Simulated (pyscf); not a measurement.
One four-centre exchange on the singlet surface with elements of a group swapped. ωB97M-D3(BJ)/def2-TZVP, kcal/mol, from the separated reactants. PySCF, gas phase, ωB97X-D3(BJ)/def2-SVP geometries.

```
step                                     barrier  reaction energy  imaginary mode (i cm⁻¹)
---------------------------------------  -------  ---------------  -----------------------
HO–Sb(OH)–SH + H₂O → HO–Sb(OH)–OH + H₂S     11.2             +2.1                      948
HO–Bi(OH)–SH + H₂O → HO–Bi(OH)–OH + H₂S        ?                ?                     1019
```

**Question.** What belongs in the gaps?

**Answer.** 
- HO–Bi(OH)–SH + H₂O → HO–Bi(OH)–OH + H₂S, barrier: 12.9
- HO–Bi(OH)–SH + H₂O → HO–Bi(OH)–OH + H₂S, reaction energy: +6.7

Row 1: On the reactant side the descent ends in a bound adduct, 10.5 kcal/mol under the separated species and 22.2 kcal/mol under the saddle at ωB97X-D3(BJ)/def2-TZVP. On the product side the descent ends in a complex, 6.6 kcal/mol under the separated species and 12.9 kcal/mol under the saddle at ωB97X-D3(BJ)/def2-TZVP. Row 2: On the reactant side the descent ends in a bound adduct, 11.4 kcal/mol under the separated species and 24.0 kcal/mol under the saddle at ωB97X-D3(BJ)/def2-TZVP. On the product side the descent ends in a bound adduct, 8.2 kcal/mol under the separated species and 10.4 kcal/mol under the saddle at ωB97X-D3(BJ)/def2-TZVP. Each row is the saddle that its search found. Elements past Kr carry the def2 core potentials, without spin-orbit coupling.
